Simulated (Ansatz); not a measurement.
## Si3N4 (P31c, No. 159): Voigt–Reuss–Hill bulk modulus by level of theory

No measured value is used here.

| level (code) | value (GPa) |
|---|---|
| LDA (Ansatz) | 236 |
| PBEsol (Ansatz) | 227 |
| r²SCAN (Ansatz) | ? |

Problem. Fill in the missing entries.

Solution. 
- r²SCAN (Ansatz, a quantum-chemistry and plane-wave program), value (GPa): 240

LDA, PBEsol, r²SCAN: the relaxation could not lower the start's symmetry, so the cell can be a saddle point above a distorted one. Each level is taken at its own relaxed cell. Cutoffs differ between the levels. Ansatz's density-functional and Hartree–Fock values are scalar-relativistic unless marked +SOC, with PAW data made under PBE.
